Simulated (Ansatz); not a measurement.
Ansatz (a quantum-chemistry and plane-wave program) input (PBE/def2-TZVPD):

Ansatz 0.2 input:
```yaml
crystal:
  periodic: [false, false, false]
  atoms:
    - {symbol: S, position_ang: [-0.00038430, 0.06460608, 1.20995392]}
    - {symbol: C, position_ang: [-0.01176275, 1.24412037, -0.01506326]}
    - {symbol: C, position_ang: [0.01116422, -1.18106965, 0.00141441]}
    - {symbol: C, position_ang: [-0.00756658, 0.77512242, -1.28174505]}
    - {symbol: C, position_ang: [0.00599658, -0.65931411, -1.25883384]}
    - {symbol: H, position_ang: [0.02101523, -2.21737551, 0.29765714]}
    - {symbol: H, position_ang: [-0.01341843, 1.37646877, -2.17796095]}
    - {symbol: H, position_ang: [0.01156330, -1.26594470, -2.15359243]}
basis:
  gaussian:
    orbitals: def2-TZVPD
hamiltonian:
  xc: {name: PBE}
magnetization: {spin_polarized: true, initial_magnetization: 1}
output: {forces: true}
```

End of the output:

```
mean field evaluation 16: about -15021.1821 eV, gradient 2.3e-3 eV
mean field evaluation 32: about -15019.7536 eV, gradient 4.1e-1 eV
mean field -15021.18204610 eV, -552.0182584712 hartree, gradient 2.3e-5 eV, S^2 0.757997; 3 other end points of the search recorded, 0 dependent functions left out
the calculation of the forces begins
reference -15021.18209538 eV, -552.0182602825 hartree; 22, 21 occupied and 199, 200 virtual orbitals, 1142 factors
Total energy: -15021.18209538 eV, -552.0182602825 hartree
Atom 0 at    -0.000384     0.064606     1.209954 Å, force    -0.000059     0.008027     0.091143 eV/Å
Atom 1 at    -0.011763     1.244120    -0.015063 Å, force    -0.001470     0.163079     0.381870 eV/Å
Atom 2 at     0.011164    -1.181070     0.001414 Å, force    -0.000247     0.032118     0.301906 eV/Å
Atom 3 at    -0.007567     0.775122    -1.281745 Å, force     0.001634    -0.176789    -0.196248 eV/Å
Atom 4 at     0.005997    -0.659314    -1.258834 Å, force    -0.002706     0.283252    -0.153977 eV/Å
Atom 5 at     0.021015    -2.217376     0.297657 Å, force     0.002966    -0.311390     0.119022 eV/Å
Atom 6 at    -0.013418     1.376469    -2.177961 Å, force    -0.001761     0.180940    -0.273100 eV/Å
Atom 7 at     0.011563    -1.265945    -2.153592 Å, force     0.001644    -0.179236    -0.270616 eV/Å
Dipole moment:     0.001736    -0.186423    -0.140864 e Å
```

It need not be the lowest isomer of its formula.
